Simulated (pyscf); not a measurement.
Single points on ωB97X-D3(BJ)/def2-SVP structures (PySCF, gas phase).

**Question.** Estimate the classical barrier height and the reaction energy of `[OH][Si]([F])([F])[O][SiH3]` + `[FH]` + `[OH2]` → `[OH][Si]([F])([F])[F]` + `[OH][SiH3]` + `[OH2]` at ωB97M-D3(BJ)/def2-TZVP. The step runs on the singlet surface, breaks O–Si, F–H, H–O and forms F–Si, H–O, H–O; take the separated reactants as zero.

**Answer.** ΔE‡ = -4.2 kcal/mol, ΔE = -4.6 kcal/mol. Zero-point energy shifts the barrier by +5.4 kcal/mol. It is a multi-bond step, with an imaginary mode of 207i cm⁻¹. On the reactant side the descent ends in a bound adduct (not fully relaxed), 21.4 kcal/mol under the separated species and 17.2 kcal/mol under the saddle at ωB97X-D3(BJ)/def2-TZVP. On the product side the descent ends in an adduct with a O–Si contact, 10.2 kcal/mol under the separated species and 8.8 kcal/mol under the saddle at ωB97X-D3(BJ)/def2-TZVP. At ωB97M-D3(BJ) the saddle lies under the separated reactants, which points to a path from their complex (located at ωB97X-D3(BJ) alone). What is counted as broken (O–Si) persists as a longer contact in the product adduct; parting that adduct is a step of its own. One saddle was located; it need not be the lowest between these sides.
